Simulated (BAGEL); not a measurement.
# PBE0/cc-pVDZ (density fitting with qzvpp-jkfit) run of C3H4ClF (SMILES F[C@@H]1C[C@@H]1Cl)

Aim: the energy change on altering one bond length of C3H4ClF at PBE0/cc-pVDZ (density fitting with qzvpp-jkfit), from 2 runs. 

The results are computed with BAGEL 1.2.2.

6 further runs of the same task are left out: 6 that didn't finish.

## (1) The molecule

C3H4ClF has 9 atoms, charge 0, and is taken as a singlet. SMILES: `F[C@@H]1C[C@@H]1Cl`. The coordinates come from a GFN2-xTB relaxation.

Bond lengths: F1–C2 1.356 Å, C2–C3 1.496 Å, C2–C4 1.499 Å, C3–C4 1.501 Å, C4–Cl5 1.756 Å, C2–H6 1.084 Å, C3–H7 1.079 Å, C3–H8 1.079 Å, C4–H9 1.081 Å. Some angles: F1–C2–C3 118.1°, F1–C2–C4 119.1°, C3–C2–C4 60.2°, C2–C3–C4 60.0°, C2–C4–C3 59.8°, C2–C4–Cl5 119.6°, C3–C4–Cl5 118.9°, F1–C2–H6 110.1°, C3–C2–H6 121.7°, C4–C2–H6 120.1°.

## (2) The energy at PBE0/cc-pVDZ (density fitting with qzvpp-jkfit)

File input.json:

```json
{ "bagel": [

{
  "title": "molecule",
  "basis": "cc-pvdz.json",
  "df_basis": "qzvpp-jkfit",
  "angstrom": true,
  "geometry": [
    { "atom": "F", "xyz": [       0.843200,       0.672680,      -1.583860 ] },
    { "atom": "C", "xyz": [       0.715220,       0.417450,      -0.258400 ] },
    { "atom": "C", "xyz": [       0.111740,      -0.888420,       0.152040 ] },
    { "atom": "C", "xyz": [      -0.654720,       0.387410,       0.349100 ] },
    { "atom": "Cl", "xyz": [      -2.057130,       0.700270,      -0.659550 ] },
    { "atom": "H", "xyz": [       1.541720,       0.859190,       0.286870 ] },
    { "atom": "H", "xyz": [      -0.218060,      -1.535630,      -0.645680 ] },
    { "atom": "H", "xyz": [       0.505600,      -1.401180,       1.015370 ] },
    { "atom": "H", "xyz": [      -0.787580,       0.788240,       1.344110 ] }
  ]
},

{ "title": "ks", "xc_func": "pbe0" },

{ "title": "print", "file": "orbitals.molden", "orbitals": true }

]}
```

The basis set cc-pVDZ is read from a file made from the Basis Set Exchange's data (not shown).

Run with:

```
$ BAGEL_NUM_THREADS=1 BAGEL input.json > input.out
```

Output:

```text
* using 1 threads per process

  ===============================================================
  ===============================================================

  *** Geometry ***

  { "atom" : "F", "xyz" : [      1.593417,      1.271181,     -2.993062 ] },
  { "atom" : "C", "xyz" : [      1.351570,      0.788866,     -0.488305 ] },
  { "atom" : "C", "xyz" : [      0.211158,     -1.678870,      0.287314 ] },
  { "atom" : "C", "xyz" : [     -1.237241,      0.732099,      0.659703 ] },
  { "atom" : "Cl", "xyz" : [     -3.887412,      1.323319,     -1.246369 ] },
  { "atom" : "H", "xyz" : [      2.913429,      1.623634,      0.542106 ] },
  { "atom" : "H", "xyz" : [     -0.412074,     -2.901920,     -1.220158 ] },
  { "atom" : "H", "xyz" : [      0.955446,     -2.647846,      1.918771 ] },
  { "atom" : "H", "xyz" : [     -1.488311,      1.489558,      2.540000 ] },

  Number of auxiliary basis functions:      502

  Since a DF basis is specified, we compute 2- and 3-index integrals:
    o Being stored without compression. Storage requirement is 0.035 GB

  Number of basis functions:       94
  Number of electrons      :       48

    * METHOD: MOLECULE                             0.46

  *** Kohn-Sham DFT ***

    * Removing 18548 points whose weight is below 1.00e-10
    * Grid points: 115606

  === Nuclear Repulsion ===
   221.3820940968

       - DIIS with orbital gradients will be used.

  === KS iteration (pbe0 / cc-pvdz.json) ===
      0       -645.34863700          0.10770128           0.67
      1       -606.29272572          0.19212387           0.66
      2       -634.58468061          0.17965204           0.66
      3       -666.19087557          0.09557930           0.66
      4       -672.75898669          0.07462538           0.67
      5       -676.20050722          0.01575477           0.66
      6       -676.28631611          0.01000833           0.66
      7       -676.33895446          0.00403416           0.67
      8       -676.35131441          0.00105881           0.66
      9       -676.35220864          0.00029987           0.66
     10       -676.35226866          0.00008838           0.66
     11       -676.35227551          0.00001402           0.65
     12       -676.35227558          0.00000801           0.65
     13       -676.35227564          0.00000131           0.65
     14       -676.35227564          0.00000043           0.66
     15       -676.35227564          0.00000018           0.65
     16       -676.35227564          0.00000007           0.65
     17       -676.35227564          0.00000001           0.66
     18       -676.35227564          0.00000001           0.65
    * SCF iteration converged.

    * Permanent dipole moment:
           (   -0.479634,     0.310957,    -0.871263) a.u.

    * METHOD: KS                                  13.68

    * METHOD: PRINT                                0.04

  ===============================================================
```

It took 14 s on 1 thread of Arm Neoverse N1, shared host; peak memory 0.51 GiB.

## (3) The distorted shape, same level

File calc.json:

```json
{ "bagel": [

{
  "title": "molecule",
  "basis": "cc-pvdz.json",
  "df_basis": "qzvpp-jkfit",
  "angstrom": true,
  "geometry": [
    { "atom": "F", "xyz": [    1.544367,    0.516259,   -1.079563 ] },
    { "atom": "C", "xyz": [    1.416387,    0.261029,    0.245897 ] },
    { "atom": "C", "xyz": [    0.812907,   -1.044841,    0.656337 ] },
    { "atom": "C", "xyz": [    0.046447,    0.230989,    0.853397 ] },
    { "atom": "Cl", "xyz": [   -2.057130,    0.700270,   -0.659550 ] },
    { "atom": "H", "xyz": [    2.242887,    0.702769,    0.791167 ] },
    { "atom": "H", "xyz": [    0.483107,   -1.692051,   -0.141383 ] },
    { "atom": "H", "xyz": [    1.206767,   -1.557601,    1.519667 ] },
    { "atom": "H", "xyz": [   -0.086413,    0.631819,    1.848407 ] }
  ]
},
{ "title": "ks", "xc_func": "pbe0" },
{ "title": "print", "file": "orbitals.molden", "orbitals": true }

]}
```

The basis set cc-pVDZ is read from a file made from the Basis Set Exchange's data (not shown).

Run with:

```
$ BAGEL_NUM_THREADS=1 BAGEL calc.json > calc.out
```

Output:

```text
* using 1 threads per process

  ===============================================================
  ===============================================================

  *** Geometry ***

  { "atom" : "F", "xyz" : [      2.918431,      0.975588,     -2.040078 ] },
  { "atom" : "C", "xyz" : [      2.676584,      0.493273,      0.464678 ] },
  { "atom" : "C", "xyz" : [      1.536172,     -1.974463,      1.240297 ] },
  { "atom" : "C", "xyz" : [      0.087772,      0.436506,      1.612687 ] },
  { "atom" : "Cl", "xyz" : [     -3.887412,      1.323319,     -1.246369 ] },
  { "atom" : "H", "xyz" : [      4.238442,      1.328041,      1.495089 ] },
  { "atom" : "H", "xyz" : [      0.912940,     -3.197513,     -0.267175 ] },
  { "atom" : "H", "xyz" : [      2.280459,     -2.943439,      2.871754 ] },
  { "atom" : "H", "xyz" : [     -0.163297,      1.193965,      3.492983 ] },

  Number of auxiliary basis functions:      502

  Since a DF basis is specified, we compute 2- and 3-index integrals:
    o Being stored without compression. Storage requirement is 0.035 GB

  Number of basis functions:       94
  Number of electrons      :       48

    * METHOD: MOLECULE                             0.46

  *** Kohn-Sham DFT ***

    * Removing 17464 points whose weight is below 1.00e-10
    * Grid points: 116690

  === Nuclear Repulsion ===
   195.9383432859

       - DIIS with orbital gradients will be used.

  === KS iteration (pbe0 / cc-pvdz.json) ===
      0       -647.27318598          0.10272466           0.68
      1       -611.34592711          0.18715421           0.65
      2       -623.68405945          0.20717192           0.66
      3       -663.96946337          0.09055635           0.66
      4       -669.02473377          0.09405855           0.66
      5       -675.85878768          0.02483203           0.66
      6       -676.15650561          0.01256316           0.66
      7       -676.20186802          0.00888546           0.66
      8       -676.21858692          0.00565287           0.66
      9       -676.24915031          0.00184416           0.66
     10       -676.25315785          0.00029565           0.67
     11       -676.25323878          0.00007538           0.68
     12       -676.25324422          0.00002996           0.68
     13       -676.25324459          0.00001744           0.67
     14       -676.25324476          0.00000755           0.67
     15       -676.25324480          0.00000127           0.67
     16       -676.25324480          0.00000102           0.66
     17       -676.25324480          0.00000021           0.67
     18       -676.25324480          0.00000016           0.67
     19       -676.25324480          0.00000004           0.67
     20       -676.25324480          0.00000001           0.67
     21       -676.25324480          0.00000001           0.67
     22       -676.25324480          0.00000000           0.67
    * SCF iteration converged.

    * Permanent dipole moment:
           (   -1.425583,     0.639174,    -1.329497) a.u.

    * METHOD: KS                                  16.45

    * METHOD: PRINT                                0.04

  ===============================================================
```

Run time: 17 s. Hardware: 1 thread of Arm Neoverse N1, shared host; peak memory 0.52 GiB.

## (4) What came out

Level: PBE0/cc-pVDZ (density fitting with qzvpp-jkfit).

```
                                                          quantity          value
                                         first shape: total energy  -676.35228 Eh
                                        first shape: dipole moment         2.65 D
                                          first shape: HOMO energy       -7.82 eV
                                          first shape: LUMO energy        0.69 eV
                                        first shape: HOMO–LUMO gap        8.51 eV
                                     distorted shape: total energy  -676.25324 Eh
                                    distorted shape: dipole moment         5.21 D
                                      distorted shape: HOMO energy       -7.91 eV
                                      distorted shape: LUMO energy       -4.23 eV
                                    distorted shape: HOMO–LUMO gap        3.67 eV
energy change with the C4–Cl5 bond stretched from 1.756 to 2.633 Å       2.695 eV
```

In words: One bond (distorted shape) is far stretched, which a spin-restricted single reference describes badly; a broken-symmetry solution may lie lower. With the C4–Cl5 bond stretched from 1.756 to 2.633 Å the energy rises by 2.69 eV (62 kcal/mol). The first shape isn't relaxed at this level, so the change isn't measured from a minimum. A restricted reference can't describe the breaking bond well at this length.
